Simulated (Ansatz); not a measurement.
Ideal-gas functions of ClH$_{4}$PSi (`P[SiH2]Cl`) at 298.15 K and 1 bar, from an Ansatz frequency run at PBE0-D4/def2-TZVP.

Molar mass 98.54 g/mol, point group C1 (symmetry number 1), electronic degeneracy 1, moments of inertia 43.196, 215.881, 249.357 u Å². Harmonic wavenumbers (cm⁻¹, unscaled): 121, 158, 442, 460, 553, 649, 668, 754, 849, 946, 1085, 2233, 2244, 2394, 2414.

Use S(trans) = R[1.5 ln M + 2.5 ln T − 1.1517]; rotational temperatures θ = 24.2544 K / I; S(rot) = R[ln(√π/σ · √(T³/θAθBθC)) + 1.5]; for each mode x = 1.438777 ν̃/T, S = R[x/(eˣ − 1) − ln(1 − e⁻ˣ)] and H = RT x/(eˣ − 1); 1 cm⁻¹ = 0.0119627 kJ/mol; R = 8.31446 J/(mol·K).

Problem. By hand: the entropy, in J/(mol·K).

Solution. Translation 166.1. Rotation: θ = 0.5615, 0.1124, 0.0973 K, giving 109.5. Vibration, mode by mode: 12.90, 10.77, 3.43, 3.21, 2.25, 1.56, 1.45, 1.04, 0.72, 0.49, 0.28, 0.00, 0.00, 0.00, 0.00, in all 38.1. Electronic 0.0. Sum 313.7 J/(mol·K).

Problem. By hand: H − E and G − E in kJ/mol, counted from the electronic energy.

Solution. Zero-point energy ½ × 15970 × 0.0119627 = 95.5; thermal vibration 6.6; translation, rotation and pV give 4 RT = 9.9. H − E = 112.0 kJ/mol, and G − E = 112.0 − 298.15 × 313.7/1000 = 18.5 kJ/mol.

Vibration gives 12 % of the entropy, 12.9 J/(mol·K) of it from the mode under 150 cm⁻¹: soft modes count most, and the harmonic formula is weakest for them. The sum counts one conformer and one mirror image; others add a mixing term.
